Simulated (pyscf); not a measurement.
PySCF, gas phase, ωB97X-D3(BJ)/def2-SVP geometries.

Task: PBE/def2-TZVP puts the barrier of `[NH2][SiH2][Cl]` + `[SiH4]` -> `[NH2][SiH3]` + `[SiH3][Cl]` (four-centre exchange; singlet surface; Cl–Si, H–Si broken, H–Si, Cl–Si formed) at 1.63 eV and the reaction energy at +0.26 eV, from the separated reactants. What do r²SCAN/def2-TZVP, M06-2X/def2-TZVP, ωB97M-D3(BJ)/def2-TZVP give on the same structures?

Result: r²SCAN: ΔE‡ = 1.70 eV, ΔE = +0.27 eV; M06-2X: ΔE‡ = 1.84 eV, ΔE = +0.24 eV; ωB97M-D3(BJ): ΔE‡ = 1.83 eV, ΔE = +0.26 eV. PBE's barrier lies under all of them, by 0.07 to 0.21 eV. Its reaction energy matches one of them and lies within 0.02 eV of the others. One saddle was located; it need not be the lowest between these sides.
